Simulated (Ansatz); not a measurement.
Ansatz (an electronic-structure program) input (CCSD(T)/cc-pwCVTZ): A basis named .json is the Basis Set Exchange file of that set (core-valence sets with the plain set on hydrogen).

Ansatz 0.2 input:
```yaml
crystal:
  periodic: [false, false, false]
  atoms:
    - {symbol: C, position_ang: [-0.00000000, -0.00000000, -0.51434199]}
    - {symbol: O, position_ang: [0.00000000, 0.00000000, 0.58709802]}
    - {symbol: H, position_ang: [-0.00000000, -0.00000000, -1.61073223]}
basis:
  gaussian:
    orbitals: cc-pwCVTZ.json
total_charge: 1
magnetization: {spin_polarized: false}
correlation: {method: ccsd_t, electrons: outside_noble_gas}
```

Output:

```
Functional definition: HF
integrals: 0.11 GiB planned
599 factors; integrals over basis functions are off by at most 1.1e-3 eV
mean field: 0.16 GiB planned
mean field evaluation 1: about -3069.2800 eV, gradient 5.9e1 eV
mean field evaluation 2: about -3069.2846 eV, gradient 5.9e1 eV
mean field evaluation 4: about -3075.1865 eV, gradient 3.1e0 eV
mean field evaluation 8: about -3075.2173 eV, gradient 1.6e-1 eV
mean field evaluation 16: about -3075.2104 eV, gradient 8.3e-1 eV
mean field -3075.21745018 eV, -113.0121568367 hartree, gradient 3.3e-6 eV, S^2 0.000000; 0 other end points of the search recorded, 0 dependent functions left out
2 core orbitals not correlated
reference -3075.21745018 eV, -113.0121568367 hartree; 5, 5 occupied and 93, 93 virtual orbitals, 599 factors
second order -10.08230169 eV of doubles, -0.00000000 eV of singles
coupled cluster: 0.25 GiB planned
cycle   1  -9.62713121 eV  change    4.6e-1 eV  update   9.5e-2
cycle   2  -9.99034860 eV  change   -3.6e-1 eV  update   3.1e-2
cycle   3  -10.08200731 eV  change   -9.2e-2 eV  update   1.4e-2
cycle   4  -10.06943559 eV  change    1.3e-2 eV  update   3.2e-3
cycle   5  -10.07227465 eV  change   -2.8e-3 eV  update   1.1e-3
cycle   6  -10.07272514 eV  change   -4.5e-4 eV  update   1.9e-4
cycle   7  -10.07273200 eV  change   -6.9e-6 eV  update   5.4e-5
cycle   8  -10.07276512 eV  change   -3.3e-5 eV  update   2.0e-5
cycle   9  -10.07276889 eV  change   -3.8e-6 eV  update   5.0e-6
perturbative correction -0.47622205 eV, -0.0175008374 hartree
Total energy: -3085.76644112 eV, -113.3998251035 hartree
```
